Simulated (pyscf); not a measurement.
Structures and frequencies: ωB97X-D3(BJ)/def2-SVP in PySCF. MP2 and CC: frozen core, UHF for open shells. ΔMP2 is the change of the MP2 total energy from the triple- to the quadruple-zeta basis.

SMILES: [SiH]N[SiH3]
```xyz
8

Si    -0.3626     1.1920    -1.3411
N      0.3526    -0.0125    -0.3292
Si    -0.3835    -0.7162     1.1083
H     -1.6499     1.2770    -0.5025
H      1.2792    -0.3461    -0.5856
H      0.5705    -1.7152     1.6749
H     -1.6620    -1.4005     0.7684
H     -0.6573     0.3316     2.1310
```

Q: What is the homolytic dissociation enthalpy (298 K, CCSD(T)/def2-TZVPP + ΔMP2(QZVPP)) of the N–Si bond of :HSi–NH–SiH₃ (SMILES [SiH]N[SiH3]) [singlet], to [HN=SiH]• + SiH₃•?

A: N–Si to [HN=SiH]• + SiH₃•: 90.6 kcal/mol. The radicals are drawn with the spin at the cut bond; how far it spreads was not checked. Other isomers of :HSi–NH–SiH₃ [singlet], [HN=SiH]• were not searched in full and may lie lower. The CCSD(T) − MP2 part came from Ansatz, without density fitting, on the same reference. An open-shell T1 diagnostic exceeds 0.045.
